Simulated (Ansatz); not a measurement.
A made-up structure of HS$_{2}$O, doublet:

```tsv
atom	x (Å)	y (Å)	z (Å)
O1	-0.8252	0.2665	-0.3501
S2	-0.4579	-0.7719	0.5358
S3	1.3312	-0.3642	0.5133
H4	-0.0481	0.8696	-0.6990
```

It is relaxed with PBE-D4/def2-SVP and then PBE0-D4/def2-TZVP (Ansatz 0.2.0). Atoms count as bonded within 1.22 times the sum of their covalent radii (H–H: 0.88 Å). The end point is not checked to be a true minimum.

Q: Does its bonding change? (Judge from chemistry; the calculation decides.)

A: Computed: No: no bond forms or breaks.

Where it ends: The first stage lowers the energy by 2.34 eV in 6 steps. It ends as HS₂O ([OH][S][S]):
```csv
atom,x (Å),y (Å),z (Å)
O1,-0.9626,0.3775,-0.4619
S2,-0.3488,-0.7643,0.5484
S3,1.5395,-0.5397,0.6877
H4,-0.2281,0.9265,-0.7742
```

Labels in which every atom is bracketed show which atoms are joined, not bond orders.

For scale, one of the runs: PBE0-D4/def2-TZVP relaxation, 111 basis functions, launched by `ansatz run in.yaml --threads 2 --pin off --events-out ev --progress --plain --max-ram 4352MiB`. Hardware: 2 CPU threads of an Arm Neoverse V2, shared host. Wall time about 19 s.
